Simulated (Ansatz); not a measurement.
# C4H7N: the cost of one run

Program: Ansatz 0.2.0, Gaussian basis. Level of theory: the settings change from run to run. These are calculated values, not measurements.

### Step 1. The geometry

The structure was relaxed beforehand with PBE0-D4 in a triple-zeta def2 set.

12 atoms, charge 0, spin multiplicity 1.

Atoms are counted from 1 here; the program's logs count them from 0.

Bond lengths: C1–N2 1.265 Å, C1–C5 1.503 Å, C1–H6 1.089 Å, N2–C3 1.461 Å, C3–C4 1.538 Å, C3–H7 1.092 Å, C3–H8 1.096 Å, C4–C5 1.532 Å, C4–H9 1.090 Å, C4–H10 1.092 Å, C5–H11 1.093 Å, C5–H12 1.097 Å. Angles: N2–C1–C5 116.6°, N2–C1–H6 120.5°, C5–C1–H6 122.9°, C1–N2–C3 108.6°, N2–C3–C4 107.0°, N2–C3–H7 109.7°, N2–C3–H8 107.8°, C4–C3–H7 113.2°, C4–C3–H8 112.4°, H7–C3–H8 106.6°, C3–C4–C5 103.1°, C3–C4–H9 112.9°, C3–C4–H10 110.1°, C5–C4–H9 113.1°, C5–C4–H10 110.0°, H9–C4–H10 107.5°, C1–C5–C4 101.2°, C1–C5–H11 112.6° and more.

### Step 2. revPBE/def2-SVP

Set apart from the defaults: multiplicity 3, atoms shaken by 0.15 Å, D3(BJ) dispersion, high accuracy, the search for lower states set to full.

Input file in.yaml:

```yaml
crystal:
  periodic: [false, false, false]
  atoms:
    - {symbol: C, position_ang: [-0.977658, -0.277190, 1.160599]}
    - {symbol: N, position_ang: [-0.022067, -1.195873, 1.246495]}
    - {symbol: C, position_ang: [0.884488, -1.127213, -0.130506]}
    - {symbol: C, position_ang: [0.461396, 0.407055, -0.784020]}
    - {symbol: C, position_ang: [-0.536927, 1.179667, -0.058818]}
    - {symbol: H, position_ang: [-1.339148, -0.272113, 2.117568]}
    - {symbol: H, position_ang: [1.668110, -1.376981, -0.138919]}
    - {symbol: H, position_ang: [0.188857, -1.911617, -0.949296]}
    - {symbol: H, position_ang: [0.285155, 0.357148, -1.986086]}
    - {symbol: H, position_ang: [1.489352, 0.721552, -0.634949]}
    - {symbol: H, position_ang: [-0.446550, 1.935682, 0.772112]}
    - {symbol: H, position_ang: [-1.560106, 0.886744, -0.401806]}
basis:
  gaussian: {orbitals: def2-SVP}
magnetization: {spin_polarized: true, initial_magnetization: 2}
hamiltonian: {xc: {name: revPBE}, dispersion: d3bj}
accuracy: high
scf: {lower_state_search: full}
output: {forces: true}
```

Command:

```bash
$ ansatz run in.yaml --threads 4 --pin off --events-out ev --progress --plain --max-ram 10444MiB
```

**Question.** How long does this run take on 4 threads of Arm Neoverse V2, shared host, and how much memory does it need?

About 15 s, with a peak of 0.43 GiB.
